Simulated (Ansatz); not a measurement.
Z-matrix (Å, degrees):
```
C
H 1 1.0790
H 1 1.0790 2 120.00
H 1 1.0790 2 120.00 3 179.99
```
Charge 0, spin multiplicity 2.

Computed with frozen-core CCSD(T)/cc-pVTZ // B3LYP-D3(BJ)/def2-TZVP (Ansatz, an electronic-structure program).

| Item | Value |
|---|---|
| HF energy | -39.57747 Ha |
| MP2 correlation energy | -0.15817 Ha |

Problem. Estimate the CCSD correlation energy, the (T) correction, the total energy and the T1 diagnostic.

Solution. 
```yaml
CCSD correlation energy: -0.17878 Ha
"(T) correction": -0.00472 Ha
CCSD(T) total energy: -39.76098 Ha
T1 diagnostic: 0.008
```
